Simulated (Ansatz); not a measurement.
Process, species as SMILES: O (H2O) → [OH-] + H+
B3LYP-D3(BJ)/def2-TZVP geometries, fixed; electronic energies without zero-point terms.

The deprotonation energy at CCSD(T) with Ansatz (a first-principles code), in kcal/mol, split into its Hartree-Fock and correlation parts. Cores are frozen. No added dispersion term, no relativity. Functions are those of the species that has most.

| basis | X | functions | Hartree-Fock | CCSD(T) |
|---|---|---|---|---|
| aug-cc-pVDZ | 2 | 41 | 405.02 | 395.31 |
| aug-cc-pVTZ | 3 | 92 | 406.83 | 397.13 |
| aug-cc-pVQZ | 4 | 172 | 407.20 | 397.35 |

Worked estimate of the basis-set limit from each neighbouring pair, with Hartree-Fock from the larger set and the correlation part extrapolated as X^-3.
Correlation parts: X = 2: -9.71, X = 3: -9.70, X = 4: -9.85.
- (2,3): (27·(-9.70) - 8·(-9.71))/19 = -9.70; with Hartree-Fock 406.83 the estimate is 397.13 kcal/mol.
- (3,4): (64·(-9.85) - 27·(-9.70))/37 = -9.96; with Hartree-Fock 407.20 the estimate is 397.24 kcal/mol.
The last two estimates differ by 0.11 kcal/mol; the largest set lies 0.11 from the last. Over the last step Hartree-Fock moves by 0.37 and the correlation part by -0.15.
